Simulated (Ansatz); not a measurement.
# BH3 (borane): methods side by side

The species is BH3 (4 atoms), meant as a singlet with charge 0. As SMILES, `B`. The shape is that of a PBE0-D4/def2-TZVP optimisation.

```xyz
4

B     0.0139   -0.0151   -0.0051
H     0.9822    0.3817    0.5688
H    -0.2762   -1.1718    0.0430
H    -0.6644    0.7449   -0.6269
```

Quantity: the energy change with the B1–H2 bond stretched from 1.193 to 2.984 Å, in eV. The values are calculated.

```json
{"level": "SVWN5/6-31G* (spherical functions) (restricted)", "kind": "LDA", "program": "Ansatz", "value (eV)": "5.03", "less FCI/6-31G*": "+0.78", "CPU time (all runs)": "0.78 s"}
{"level": "BLYP/6-31G* (spherical functions) (restricted)", "kind": "GGA", "program": "Ansatz", "value (eV)": "4.89", "less FCI/6-31G*": "+0.64", "CPU time (all runs)": "1.2 s"}
{"level": "r2SCAN/6-31G* (spherical functions) (restricted)", "kind": "meta-GGA", "program": "Ansatz", "value (eV)": "5.26", "less FCI/6-31G*": "+1.01", "CPU time (all runs)": "2.5 s"}
{"level": "B3LYP/6-31G* (spherical functions) (restricted)", "kind": "global hybrid", "program": "Ansatz", "value (eV)": "5.32", "less FCI/6-31G*": "+1.07", "CPU time (all runs)": "1.6 s"}
{"level": "HSE06/6-31G* (spherical functions) (restricted)", "kind": "range-separated hybrid", "program": "Ansatz", "value (eV)": "5.45", "less FCI/6-31G*": "+1.20", "CPU time (all runs)": "1.5 s"}
{"level": "B2PLYP/6-31G* (spherical functions) (restricted)", "kind": "double hybrid", "program": "Ansatz", "value (eV)": "5.35", "less FCI/6-31G*": "+1.10", "CPU time (all runs)": "1.6 s"}
{"level": "CCSD(T)/6-31G* (spherical functions) (restricted)", "kind": "coupled cluster or CI", "program": "Ansatz", "value (eV)": "4.20", "less FCI/6-31G*": "-0.05", "CPU time (all runs)": "0.34 s"}
{"level": "FCI/3-21G", "kind": "exact in the basis", "program": "Ansatz", "value (eV)": "4.07", "less FCI/6-31G*": "-0.18", "CPU time (all runs)": "0.98 s"}
{"level": "FCI/6-31G* (spherical functions)", "kind": "exact in the basis", "program": "Ansatz", "value (eV)": "4.25", "less FCI/6-31G*": "0.00", "CPU time (all runs)": "5.7 s"}
```

FCI/6-31G* (spherical functions) is exact within its basis and frozen core, so for wave-function methods in that basis the difference is their error; functionals converge differently with the basis, so for them it is only a difference. The first shape isn't each level's own minimum. The values span 4.07 to 5.45 eV. High-level rows in very small sets aren't better than simpler rows in larger ones. Times are those of the runs behind each value, whatever else they computed, on shared processors of several kinds: orders of magnitude only.
